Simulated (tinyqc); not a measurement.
Worked calculation: CID on RHF in the sto-3g basis, frozen core, for LiH, spin multiplicity 1. One step of it, computed by the program tinyqc.

Question. Iteration 1: building the Fock matrix. J_ij = sum D_kl (ij|kl), K_ij = sum D_kl (ik|jl); F = H + J - 0.5 K; E = tr D H + tr D J / 2 - 0.25 tr D K + E_nn.

D at the start:
```
            1Li 1s     1Li 2s   1Li 2px   1Li 2py    1Li 2pz      2H 1s
1Li 1s    2.047407  -0.147008  0.000000  0.000000  -0.094064  -0.111333
1Li 2s   -0.147008   0.376100  0.000000  0.000000   0.368786   0.472628
1Li 2px   0.000000   0.000000  0.000000  0.000000   0.000000   0.000000
1Li 2py   0.000000   0.000000  0.000000  0.000000   0.000000   0.000000
1Li 2pz  -0.094064   0.368786  0.000000  0.000000   0.362874   0.465284
2H 1s    -0.111333   0.472628  0.000000  0.000000   0.465284   0.596638
```

core Hamiltonian H = T + V (hartree):
```
            1Li 1s     1Li 2s    1Li 2px    1Li 2py    1Li 2pz      2H 1s
1Li 1s   -4.676635  -1.049818   0.000000   0.000000  -0.010777  -0.136949
1Li 2s   -1.049818  -1.358687   0.000000   0.000000  -0.101520  -0.495609
1Li 2px   0.000000   0.000000  -1.105092   0.000000   0.000000   0.000000
1Li 2py   0.000000   0.000000   0.000000  -1.105092   0.000000   0.000000
1Li 2pz  -0.010777  -0.101520   0.000000   0.000000  -1.184569  -0.654872
2H 1s    -0.136949  -0.495609   0.000000   0.000000  -0.654872  -1.277820
```

Two-electron integrals (ij|kl) in chemists' order, unique and non-zero (hartree):
```
(11|11) 1.680395   (21|11) 0.265420   (21|21) 0.049941   (22|11) 0.397727
(22|21) 0.092860   (22|22) 0.290562   (31|31) 0.008981   (32|31) 0.013788
(32|32) 0.064184   (33|11) 0.396640   (33|21) 0.092880   (33|22) 0.290497
(33|33) 0.312946   (41|41) 0.008981   (42|41) 0.013788   (42|42) 0.064184
(43|43) 0.016869   (44|11) 0.396640   (44|21) 0.092880   (44|22) 0.290497
(44|33) 0.279207   (44|44) 0.312946   (51|51) 0.008981   (52|51) 0.013788
(52|52) 0.064184   (53|53) 0.016869   (54|54) 0.016869   (55|11) 0.396640
(55|21) 0.092880   (55|22) 0.290497   (55|33) 0.279207   (55|44) 0.279207
(55|55) 0.312946   (61|11) 0.032338   (61|21) 0.006132   (61|22) 0.011677
(61|33) 0.011540   (61|44) 0.011540   (61|51) 0.000759   (61|52) 0.001480
(61|55) 0.011955   (61|61) 0.000829   (62|11) 0.101876   (62|21) 0.024197
(62|22) 0.083515   (62|33) 0.078837   (62|44) 0.078837   (62|51) 0.003826
(62|52) 0.025869   (62|55) 0.092792   (62|61) 0.003584   (62|62) 0.043994
(63|31) 0.001641   (63|32) 0.008347   (63|53) 0.003677   (63|63) 0.002640
(64|41) 0.001641   (64|42) 0.008347   (64|54) 0.003677   (64|64) 0.002640
(65|11) 0.134314   (65|21) 0.032154   (65|22) 0.114515   (65|33) 0.106635
(65|44) 0.106635   (65|51) 0.005893   (65|52) 0.039809   (65|55) 0.130162
(65|61) 0.004897   (65|62) 0.065248   (65|65) 0.097619   (66|11) 0.270336
(66|21) 0.065111   (66|22) 0.248399   (66|33) 0.226840   (66|44) 0.226840
(66|51) 0.010608   (66|52) 0.092270   (66|55) 0.291399   (66|61) 0.009861
(66|62) 0.168585   (66|65) 0.258027   (66|66) 0.774606
```

nuclear repulsion = 0.81162149 hartree

Give: Coulomb J; exchange K; Fock matrix F; total energy of this density.

Answer.

Coulomb J (hartree):
```
         1Li 1s  1Li 2s  1Li 2px  1Li 2py  1Li 2pz  2H 1s
1Li 1s    4.031   0.688    0.000    0.000    0.024  0.088
1Li 2s    0.688   1.333    0.000    0.000    0.161  0.487
1Li 2px   0.000   0.000    1.302    0.000    0.000  0.000
1Li 2py   0.000   0.000    0.000    1.302    0.000  0.000
1Li 2pz   0.024   0.161    0.000    0.000    1.388  0.689
2H 1s     0.088   0.487    0.000    0.000    0.689  1.659
```

exchange K (hartree):
```
         1Li 1s  1Li 2s  1Li 2px  1Li 2py  1Li 2pz  2H 1s
1Li 1s    3.384   0.527    0.000    0.000    0.013  0.078
1Li 2s    0.527   0.331    0.000    0.000    0.284  0.406
1Li 2px   0.000   0.000    0.057    0.000    0.000  0.000
1Li 2py   0.000   0.000    0.000    0.057    0.000  0.000
1Li 2pz   0.013   0.284    0.000    0.000    0.368  0.513
2H 1s     0.078   0.406    0.000    0.000    0.513  0.959
```

Fock matrix F (hartree):
```
         1Li 1s  1Li 2s  1Li 2px  1Li 2py  1Li 2pz   2H 1s
1Li 1s   -2.337  -0.626    0.000    0.000    0.006  -0.088
1Li 2s   -0.626  -0.192    0.000    0.000   -0.082  -0.212
1Li 2px   0.000   0.000    0.168    0.000    0.000   0.000
1Li 2py   0.000   0.000    0.000    0.168    0.000   0.000
1Li 2pz   0.006  -0.082    0.000    0.000    0.019  -0.222
2H 1s    -0.088  -0.212    0.000    0.000   -0.222  -0.098
```

total energy of this density = -7.82047 hartree
